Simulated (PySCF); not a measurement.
Molecule: `OCC(F)F`, C2H4F2O.

Bonds (- single, = double, # triple, : aromatic): O1-C2 1.390 Å, C2-C3 1.511 Å, C3-F4 1.347 Å, C3-F5 1.362 Å. O1 carries H6; C2 carries H7, H8; C3 carries H9.

Geometry PBE0-D3(BJ)/def2-SVP throughout; GIAO in PySCF 2.14, gas phase, one conformer, non-relativistic; equivalent atoms averaged; functional PBE0.

(1) How do the shifts δ (against H2O, TMS, CFCl3 at the same level) depend on the basis set? (ppm; last column core-seconds on shared hosts with different chips, so compare them loosely)

(2) Which nucleus moves most, in ppm?

(3) Taking the largest basis, pcSseg-2 (236 functions), as the yardstick, rank the others by their worst heavy-atom deviation.

Results:

(1) 
```tsv
basis set	functions	O1	C3	C2	F4/F5	H9	H7/H8	H6	core-s
STO-3G	29	-16.8	83.5	47.9	-121.4	2.91	1.96	-1.73	2.9
6-31G	53	-9.9	115.4	61.7	-156.4	5.70	3.83	0.47	5.8
pcSseg-0	53	-4.8	129.6	69.3	-163.1	6.20	4.22	0.29	3.2
6-31G*	78	-7.9	112.5	62.0	-142.0	5.64	3.60	0.46	7.2
def2-SVP	90	1.5	114.5	61.3	-129.1	5.34	3.50	0.43	9.5
cc-pVDZ	90	4.4	114.7	63.0	-137.8	5.39	3.53	0.17	5.7
pcSseg-1	105	1.6	118.3	65.7	-147.2	5.68	3.75	0.88	5.6
aug-cc-pVDZ	151	0.5	113.1	62.6	-139.1	5.84	3.78	0.84	11
6-311+G(2d,p)	159	-1.8	116.3	64.2	-149.0	5.74	3.72	0.64	20
def2-TZVP	179	1.7	119.6	65.8	-144.7	5.71	3.68	0.63	24
cc-pVTZ	206	3.8	118.8	65.1	-142.5	5.68	3.66	0.84	17
IGLO-III	215	-1.2	121.0	66.7	-147.4	5.79	3.71	0.88	18
pcSseg-2	236	-0.9	122.1	67.5	-146.8	5.71	3.68	1.04	17
```

(2) C3 (sp3 CH bonded to 2 F): from 83.5 ppm with STO-3G to 129.6 ppm with pcSseg-0. The smallest spread is 2.27 ppm, at H7/H8. Proton shifts span only some 12 ppm, so a few tenths of a ppm matter as much there as several ppm in carbon.

(3) IGLO-III 1.2 ppm (215 functions), def2-TZVP 2.6 ppm (179 functions), pcSseg-1 3.8 ppm (105 functions), cc-pVTZ 4.7 ppm (206 functions), 6-311+G(2d,p) 5.8 ppm (159 functions), aug-cc-pVDZ 9.0 ppm (151 functions), cc-pVDZ 9.0 ppm (90 functions), 6-31G* 9.6 ppm (78 functions), 6-31G 9.7 ppm (53 functions), pcSseg-0 16.3 ppm (53 functions), def2-SVP 17.7 ppm (90 functions), STO-3G 38.6 ppm (29 functions).

A small basis that lands close on one nucleus may do so by chance; judge by the trend and by all nuclei.
